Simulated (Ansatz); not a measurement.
in.yaml

```yaml
crystal:
  periodic: [false, false, false]
  atoms:
    - {symbol: Al, position_ang: [0.000000, 0.000000, 1.179176]}
    - {symbol: P, position_ang: [0.000000, 0.000000, -1.155185]}
    - {symbol: H, position_ang: [0.000000, 1.378539, 1.966597]}
    - {symbol: H, position_ang: [0.000000, -1.378539, 1.966597]}
basis:
  gaussian: {orbitals: cc-pVDZ}
magnetization: {spin_polarized: false, initial_magnetization: 2}
correlation: {method: ccsdtq, electrons: outside_noble_gas}
```

```sh
$ ansatz run in.yaml --threads 2 --pin off --events-out ev --progress --plain --max-ram 24576MiB --backend cuda --devices 0, --max-vram 18GiB
```

Task: Roughly how long does this take on 2 threads of AMD EPYC 7R13 with a shared H100 80 GB, shared host, and how much host memory?

Result: 38 s wall and 0.85 GiB.

```
860 factors; integrals over basis functions are off by at most 1.8e-7 eV
mean field evaluation 1: about -15884.9261 eV, gradient 8.8e0 eV
mean field evaluation 2: about -15884.9280 eV, gradient 8.8e0 eV
mean field evaluation 4: about -15885.6253 eV, gradient 4.9e-1 eV
mean field evaluation 8: about -15885.6268 eV, gradient 1.2e-4 eV
mean field evaluation 16: about -15884.7794 eV, gradient 3.8e0 eV
mean field evaluation 32: about -15884.0982 eV, gradient 1.5e-3 eV
mean field evaluation 64: about -15883.6528 eV, gradient 1.1e-2 eV
mean field -15885.62679520 eV, -583.7860170592 hartree, gradient 8.8e-7 eV, S^2 2.000000; 4 other end points of the search recorded, 0 dependent functions left out
mean field evaluation 96: about -15885.0124 eV, gradient 7.1e0 eV
determinant -15885.62679520 eV, -583.7860170592 hartree, with singles and doubles -15890.52745060 eV, -583.9661128231 hartree
determinant -15884.09822283 eV, -583.7298430607 hartree, with singles and doubles -15889.15325102 eV, -583.9156119202 hartree
determinant -15883.65284173 eV, -583.7134756069 hartree, with singles and doubles -15888.61452810 eV, -583.8958142179 hartree
10 core orbitals not correlated: weight in the atoms' cores, before any rotation towards them, 1.000 or more for the frozen orbitals, at most 0.000 for the correlated occupied ones
reference -15885.62679520 eV, -583.7860170592 hartree; 6, 4 occupied and 30, 32 virtual orbitals, 860 factors
second order -3.85809783 eV of doubles, -0.07981908 eV of singles
cycle   1  -4.64961361 eV  change   -7.1e-1 eV  update   7.1e-2
cycle   2  -5.00535221 eV  change   -3.6e-1 eV  update   3.0e-2
cycle   3  -5.03416398 eV  change   -2.9e-2 eV  update   1.3e-2
cycle   4  -5.04181056 eV  change   -7.6e-3 eV  update   6.3e-3
cycle   5  -5.04562421 eV  change   -3.8e-3 eV  update   2.6e-3
cycle   6  -5.04475497 eV  change    8.7e-4 eV  update   1.5e-3
cycle   7  -5.04395112 eV  change    8.0e-4 eV  update   7.3e-4
cycle   8  -5.04454347 eV  change   -5.9e-4 eV  update   4.0e-4
cycle   9  -5.04472177 eV  change   -1.8e-4 eV  update   1.9e-4
cycle  10  -5.04456035 eV  change    1.6e-4 eV  update   9.6e-5
cycle  11  -5.04458367 eV  change   -2.3e-5 eV  update   4.9e-5
cycle  12  -5.04460521 eV  change   -2.2e-5 eV  update   2.1e-5
cycle  13  -5.04461850 eV  change   -1.3e-5 eV  update   1.3e-5
cycle  14  -5.04462456 eV  change   -6.1e-6 eV  update   6.2e-6
cycle  15  -5.04462297 eV  change    1.6e-6 eV  update   3.0e-6
cycle  16  -5.04462103 eV  change    1.9e-6 eV  update   1.4e-6
cycle  17  -5.04462046 eV  change    5.7e-7 eV  update   6.1e-7
Total energy: -15890.67141566 eV, -583.9714034416 hartree
```
